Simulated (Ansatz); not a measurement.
**C₃H₇NO: small, medium and large basis sets**

One table from this session's results is given with a row withheld; the runs are named, their logs left out.

The runs use Ansatz 0.2.0, Gaussian basis; one geometry, several basis sets.

Plan: PBE0-D4/def2-SVP; ωB97M-V/def2-SVP; PBE0-D4/def2-QZVPP; ωB97M-V/def2-QZVPP; the functionals' def2-TZVPP values are taken from earlier runs.

## The geometry

All runs share one geometry, relaxed beforehand with PBE0-D4 in a triple-zeta def2 set.

SMILES `CC(N)C=O`, 12 atoms, charge 0, spin multiplicity 1.

Atoms are counted from 1 here; the program's logs count them from 0.

Bond lengths: C1–C2 1.522 Å, C1–H6 1.091 Å, C1–H7 1.093 Å, C1–H8 1.093 Å, C2–N3 1.450 Å, C2–C4 1.513 Å, C2–H9 1.099 Å, N3–H10 1.012 Å, N3–H11 1.011 Å, C4–O5 1.199 Å, C4–H12 1.113 Å. Angles: C2–C1–H6 110.9°, C2–C1–H7 110.0°, C2–C1–H8 110.6°, H6–C1–H7 108.2°, H6–C1–H8 109.0°, H7–C1–H8 108.1°, C1–C2–N3 109.7°, C1–C2–C4 107.4°, C1–C2–H9 109.1°, N3–C2–C4 108.4°, N3–C2–H9 114.6°, C4–C2–H9 107.3°, C2–N3–H10 111.6°, C2–N3–H11 111.0°, H10–N3–H11 107.7°, C2–C4–O5 124.6°, C2–C4–H12 113.5°, O5–C4–H12 121.9°.

Set-up of the first run:

File in.yaml:

```yaml
crystal:
  periodic: [false, false, false]
  atoms:
    - {symbol: C, position_ang: [-0.921949, -0.892818, 0.043290]}
    - {symbol: C, position_ang: [0.078023, 0.221990, 0.317485]}
    - {symbol: N, position_ang: [1.428488, -0.297970, 0.219131]}
    - {symbol: C, position_ang: [-0.109097, 1.272818, -0.754409]}
    - {symbol: O, position_ang: [-0.706423, 2.301498, -0.603736]}
    - {symbol: H, position_ang: [-1.945157, -0.518056, 0.092336]}
    - {symbol: H, position_ang: [-0.812457, -1.685523, 0.788338]}
    - {symbol: H, position_ang: [-0.749375, -1.328762, -0.944019]}
    - {symbol: H, position_ang: [-0.162027, 0.692534, 1.280697]}
    - {symbol: H, position_ang: [2.105149, 0.350285, 0.600391]}
    - {symbol: H, position_ang: [1.519492, -1.169965, 0.723524]}
    - {symbol: H, position_ang: [0.352235, 0.998771, -1.729027]}
basis:
  gaussian: {orbitals: def2-SVP}
hamiltonian: {xc: pbe0, dispersion: d4}
output: {orbitals: {seedname: orbitals}}
```

Steps of the session up to this table: PBE0-D4 in def2-SVP; ωB97M-V in def2-SVP; PBE0-D4 in def2-QZVPP; ωB97M-V in def2-QZVPP.

One table of the session follows, with a row left open; its other results are not shown here.

It belongs to the step «Density functionals: the series». 

```
functional       basis  HOMO (eV)
   PBE0-D4    def2-SVP      -6.98
   PBE0-D4  def2-TZVPP      -7.20
   PBE0-D4  def2-QZVPP      -7.25
   ωB97M-V    def2-SVP      -9.37
   ωB97M-V  def2-TZVPP          ?
   ωB97M-V  def2-QZVPP      -9.65
```

Q: Estimate the row for ωB97M-V, def2-TZVPP from the others.

As computed: HOMO (eV): -9.60. In the column «HOMO (eV)» it lies between ωB97M-V, def2-QZVPP (-9.65) and ωB97M-V, def2-SVP (-9.37).
